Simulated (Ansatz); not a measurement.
C2H5NO can be A, `N=CCO`, or B, `CC(N)=O`.

Computed with Ansatz on PBE0-D4/def2-TZVP structures; ΔE is electronic, products minus reactants. CBS: MP2 limit from def2 TZ/QZ plus the TZ coupled-cluster correction, frozen cores. Functionals use def2-TZVPP. B3LYP here is the variant with VWN-RPA as its local correlation; programs differ in this. One conformer a species, not always the lowest.

Task: Which is lower in electronic energy at CCSD(T)/CBS, and by how much? (Estimate.)

Result: The calculation gave: B, by 118.1 kJ/mol.

Task: Give E(B) − E(A) in kJ/mol with r2SCAN-D4, PBE-D4, B2PLYP, B3LYP-D4, B3LYP, BLYP-D4, CCSD(T)/def2-SVP. (Estimate.)

Result: Computed: r2SCAN-D4 -135.5, PBE-D4 -130.1, B2PLYP -128.4, B3LYP-D4 -129.0, B3LYP -129.3, BLYP-D4 -128.0, CCSD(T)/def2-SVP -126.2. None reverses the order clearly.

Task: Does the order hold for the free energy at 298.15 K (harmonic terms from PBE0-D4)? (An estimate is asked.)

Result: Ansatz gave: Yes: G(B) − G(A) = -125.5 kJ/mol, for one conformer each. Modes under 60 cm⁻¹, often nearly free rotors, make the harmonic entropy too high.

Largest T1 diagnostic: 0.014.

In def2-TZVPP, CCSD(T) changes the Hartree–Fock value by +14.5 kJ/mol (the triples alone add +0.5 kJ/mol) and MP2 by +6.4 kJ/mol. Leaving LDA and LC-ωPBE aside and taking each functional with its dispersion term where it has one, the values, not all of them listed here, spread over 9.4 kJ/mol, from r2SCAN-D4 to ωB97M-V.
